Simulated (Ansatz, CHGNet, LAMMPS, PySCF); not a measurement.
Ladder of methods for the lattice parameter a of rock-salt LiCl

Reference value: 5.07 Å (measured, static lattice: zero-point anharmonic expansion removed, our sources range from 5.056 to 5.072; as tabulated in Mejia-Rodriguez and Trickey (2018), arXiv:1807.09216).

| level (code) | value (Å) | error (%) |
|---|---|---|
| ionic model joung2008 (rigid ions, set for SPC/E water, LAMMPS) | 5.203 | +2.62 |
| CHGNet 0.3.0 | 5.146 | +1.50 |
| PBE (Ansatz) | 5.150 | +1.58 |
| Hartree–Fock (Ansatz) | 5.262 | +3.79 |
| CCSD(T) (PySCF) | 5.061 ± 0.03 | -0.18 |

Closest of the ranked levels: CCSD(T) (-0.18 %). Farthest off among them: Hartree–Fock (+3.79 %). Within 2 %: CHGNet 0.3.0, PBE, CCSD(T).

A ± on a computed value is a rough bar: the spread of its extrapolation, a floor set from checks against published values, or a statistical error. Cutoffs and k meshes differ between the levels. Ansatz's density-functional and Hartree–Fock values are scalar-relativistic unless marked +SOC, with PAW data made under PBE.

Empirical potentials (ionic model joung2008) are fitted to chosen data: where that held the value shown, agreement is built in, and what lay outside the fit can be far off. Machine-learned potentials (CHGNet 0.3.0) are trained on DFT data: a solid inside that data is no test of them.

Differences are worked out from the printed values.

Ansatz is an electronic-structure program.
